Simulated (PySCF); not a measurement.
Gas-phase reaction: 2 BF₂OH + F₂ + 2 B₂O → 6 BF + 2 HO₂

Energies from PySCF, thermal terms from the rigid-rotor harmonic-oscillator model, ideal gas at 1 bar. S°(298 K) at PBE0/def2-TZVP differs from the NASA 1993 table for B₂O (+19 J/mol/K); whether the harmonic model or the table's entry is off was not settled. † marks an energy on the PBE0/def2-TZVP geometry and frequencies; other levels use their own. MP2 freezes the core. 6-31G* has spherical d functions here. Open shells (unrestricted): HO₂ (multiplicity 2); the rest are closed-shell singlets. B3LYP is the form with VWN-RPA correlation. BF₂OH: computed as isolated molecules; such fragments, hydroxides, amides, oligomers or adducts are transient or little studied in the gas. MP2 isn't extrapolated to the basis-set limit; its ΔH°(298 K) is 1320.7 kJ in def2-SVP and 1289.0 kJ in def2-TZVPP. The harmonic model lacks anharmonicity and excited electronic states, which grow with temperature; levels with a mode under 35 cm⁻¹ are left out. Strong static correlation: B₂O. Internal rotation in BF₂OH is treated as a harmonic vibration of one conformer, which makes the entropy rough. Soft modes under 120 cm⁻¹ make the harmonic entropy rough for B₂O.

| level | ΔE electronic, kJ | ΔH°(298 K), kJ | ΔS°(298 K), J/K | ΔG°(2000 K), kJ |
|---|---|---|---|---|
| B3LYP/def2-TZVP† | 1202 | 1172 | 419 | 376 |
| HF/6-31G* | 1156 | 1123 | 448 | 262 |
| M06-2X/def2-TZVP† | 1284 | 1254 | 419 | 457 |
| MP2/def2-SVP† | 1351 | 1321 | 419 | 524 |
| PBE/def2-SVP | 1255 | 1223 | 453 | 358 |
| PBE0/def2-SVP† | 1298 | 1268 | 419 | 471 |
| PBE0/def2-TZVP | 1235 | 1205 | 419 | 408 |
| LDA/def2-TZVP† | 1365 | 1335 | 419 | 538 |
| ωB97M-V/def2-TZVP† | 1220 | 1190 | 419 | 393 |
ΔH° is lowest at HF/6-31G* and highest at LDA/def2-TZVP†. No reference value is set beside these.
